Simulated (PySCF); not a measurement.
## CF⁺: frontier orbitals

r²SCAN at R = 1.251 Å; basis C STO-3G, F STO-3G; no relativity; PySCF 2.14. State: ¹Σ⁺ (singlet), closed shell. Only the outer orbitals are listed, counted within each symmetry.

```
orbital  occ.  ε (eV)  on C (%)         main shells (%)
     3σ     2  -47.15        14                  80 F s
     4σ     2  -27.59        32  50 F p, 30 C s, 18 F s
     1π     2  -23.37        18          82 F p, 18 C p
     1π     2  -23.37        18          82 F p, 18 C p
     5σ     2  -19.78        82  56 C s, 26 C p, 18 F p
     2π     0  -13.42        82          82 C p, 18 F p
     2π     0  -13.42        82          82 C p, 18 F p
     6σ     0   -3.10        72          65 C p, 26 F p
```

Question: Which are the highest filled and the lowest empty level, where do they sit, and how wide is the gap?

Answer: Highest filled 5σ at -19.78 eV (in %: 56 C s, 26 C p, 18 F p); lowest empty 2π at -13.42 eV (in %: 82 C p, 18 F p); the gap at r²SCAN is 6.36 eV.

* bond order (Mayer): 1.97
* ⟨S²⟩: 0.000
* charge on C (Mulliken, basis-dependent): 0.73
* charge on C (Löwdin, basis-dependent): 0.62
* dipole moment (positive dipole points towards F; it is taken about the centre of mass and depends on that origin): -0.95 D

STO-3G is very small, so such numbers show the basis as much as the molecule.
